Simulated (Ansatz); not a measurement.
# CH4N: the cost of one run

Method: the levels named in each step, in Ansatz 0.2.0.

### Step 1. The system as given

Bond lengths: C1–N2 1.394 Å, C1–H3 1.104 Å, C1–H4 1.091 Å, C1–H5 1.103 Å, N2–H6 1.018 Å. Angles: C1–N2–H6 112.0°, N2–C1–H3 112.1°, N2–C1–H4 109.3°, N2–C1–H5 112.3°, H3–C1–H4 109.2°, H3–C1–H5 104.6°, H4–C1–H5 109.3°.

Coordinates:

```xyz
6

C    -0.6283    0.1752    0.1543
N     0.6536   -0.2403   -0.2041
H    -0.7789    0.1598    1.2483
H    -1.3638   -0.4783   -0.3178
H    -0.8267    1.2196   -0.1392
H     1.3740    0.3490    0.2079
```

### Step 2. A rough first relaxation, PBE-D4/def2-SVP

Input file input.yaml:

```yaml
crystal:
  periodic: [false, false, false]
  atoms:
    - { symbol: C, position_ang: [-0.6283, 0.17521, 0.15431] }
    - { symbol: "N", position_ang: [0.65358, -0.24028, -0.20413] }
    - { symbol: H, position_ang: [-0.77887, 0.15981, 1.24826] }
    - { symbol: H, position_ang: [-1.36384, -0.47829, -0.31779] }
    - { symbol: H, position_ang: [-0.82671, 1.21963, -0.13923] }
    - { symbol: H, position_ang: [1.374, 0.34903, 0.20792] }
magnetization:
  spin_polarized: true
  initial_magnetization: 1
basis:
  gaussian: { orbitals: def2-SVP }
hamiltonian:
  xc: pbe
  dispersion: d4
relax:
  f_tol: 0.03
  max_steps: 200
```

Started as:

```
$ ansatz run input.yaml --threads 2 --pin off --max-ram 5120MiB --backend cpu --events-out ev --progress --plain --runs-dir out
```

Q: Estimate wall time and peak memory on 2 threads of Intel Xeon at 2.50GHz (Skylake/Cascade Lake), shared host.

About 20 s, with a peak of 0.12 GiB.
